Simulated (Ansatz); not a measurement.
The same path of C3H3N (7 atoms, charge 0, multiplicity 1) was run twice with different band settings. Lost on the way: C3–H7. Made: C1–H7, C3–N4.

Computed with RKS B3LYP-D4/def2-SVP (Ansatz 0.2.0).

Relaxed end points:

```xyz
7
Properties=species:S:1:pos:R:3
C -1.140 -0.688 0.452
C 0.209 -0.210 0.384
C 0.655 0.593 -0.592
N -2.230 -1.083 0.522
H 0.873 -0.542 1.189
H 1.694 0.930 -0.602
H 0.001 0.932 -1.400
```

```xyz
7
Properties=species:S:1:pos:R:3
C -0.897 -0.376 0.109
C 0.329 -0.342 0.637
C 0.652 0.578 -0.574
N -0.523 0.549 -1.084
H 0.838 -0.766 1.504
H 1.534 1.114 -0.951
H -1.871 -0.825 0.313
```

Common settings: movable images 5; climbing image yes; optimiser quadratic models (default); start path through a guess of the saddle point; force threshold 0.05 eV/Å; iteration limit 60; end points relaxed.

| run | spring |
| --- | --- |
| 1 | 5.0 eV/Å² |
| 2 | 50.0 eV/Å² |

What does each run give, and how far can it be trusted?

Run 1: converged after 41 iterations, highest image 5.462 eV above the first end. The profile has 2 maxima (images 3, 5) with wells between them (image 4): this band takes more than one step, which may be the mechanism or a detour left from its start path. Neighbouring images differ by up to 2.5 eV, so the band resolves the path poorly. A vibrational analysis at the climbing image gives one clearly imaginary mode, 1325i cm⁻¹: a first-order saddle point.
Run 2: converged after 48 iterations, highest image 5.462 eV above the first end. The profile has 2 maxima (images 2, 4) with wells between them (image 3): this band takes more than one step, which may be the mechanism or a detour left from its start path. Neighbouring images differ by up to 3.9 eV, so the band resolves the path poorly. Another band between the same ends (5 images) ends at a top of the same energy, where a vibrational analysis finds 1 clearly imaginary mode.
The orbitals stay closed-shell, which can raise the energy where a bond breaks towards radicals; this wasn't checked here.
